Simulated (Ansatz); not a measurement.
C4H6O can be A, `C/C=C\C=O`, or B, `C=C/C=C\O`.

Calculated with Ansatz (gas phase, PBE0-D4/def2-TZVP geometries, no zero-point term in ΔE). CCSD(T)/CBS is the MP2 limit (def2-TZVPP, def2-QZVPP) plus CCSD(T) − MP2 in def2-TZVPP, frozen cores. This one scheme is used for every species. Double bonds are as drawn, so ΔE can hold a change between cis and trans. DFT in def2-TZVPP. B3LYP here is the variant with VWN-RPA as its local correlation; programs differ in this. Each species was taken in one conformer, which may not be the lowest.

Task: Which isomer does CCSD(T)/CBS put lower? Give the gap. (Estimate.)

Result: Computed: A, by 28.7 kJ/mol.

Task: Give E(B) − E(A) in kJ/mol with PBE-D4, B3LYP, MP2/def2-TZVPP, B3LYP-D4, PBE0-D4, HF/def2-TZVPP, ωB97M-V. (Estimate.)

Result: Ansatz gave: PBE-D4 28.6, B3LYP 31.9, MP2/def2-TZVPP 32.6, B3LYP-D4 31.6, PBE0-D4 29.5, HF/def2-TZVPP 43.5, ωB97M-V 32.6. None reverses the order clearly.

Largest T1 diagnostic: 0.014.

In def2-TZVPP, CCSD(T) changes the Hartree–Fock value by −10.8 kJ/mol (the triples alone add −1.3 kJ/mol) and MP2 by −10.9 kJ/mol.
